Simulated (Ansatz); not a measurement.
Basis-set series for C2H5O2S− (`[CH2-]S(C)(=O)=O`). Charge -1, multiplicity 1. The structure was optimised at the PBE0-D4/def2-TZVPD level.

```json
{"functional": "PBE0-D4", "basis": "def2-SVPD", "functions": "153", "energy (Eh)": "-627.14527", "HOMO (eV)": "-0.53", "LUMO (eV)": "4.45"}
{"functional": "PBE0-D4", "basis": "def2-TZVPPD", "functions": "290", "energy (Eh)": "-627.57955", "HOMO (eV)": "-0.55", "LUMO (eV)": "3.84"}
{"functional": "ωB97M-V", "basis": "def2-SVPD", "functions": "153", "energy (Eh)": "-627.41781", "HOMO (eV)": "-2.79", "LUMO (eV)": "5.29"}
{"functional": "ωB97M-V", "basis": "def2-TZVPPD", "functions": "290", "energy (Eh)": "-627.85892", "HOMO (eV)": "-2.79", "LUMO (eV)": "4.20"}
```

**Question.** Give the rows for def2-QZVPPD. (An estimate is asked.)

**Answer.** The calculation gave: 
```json
{"functional": "PBE0-D4", "basis": "def2-QZVPPD", "functions": "502", "energy (Eh)": "-627.60521", "HOMO (eV)": "-0.56", "LUMO (eV)": "3.48"}
{"functional": "ωB97M-V", "basis": "def2-QZVPPD", "functions": "502", "energy (Eh)": "-627.88301", "HOMO (eV)": "-2.80", "LUMO (eV)": "3.73"}
```

Positive LUMOs are unbound and depend on the basis. A positive HOMO means that the functional doesn't bind the extra electron.

Computed with Ansatz.
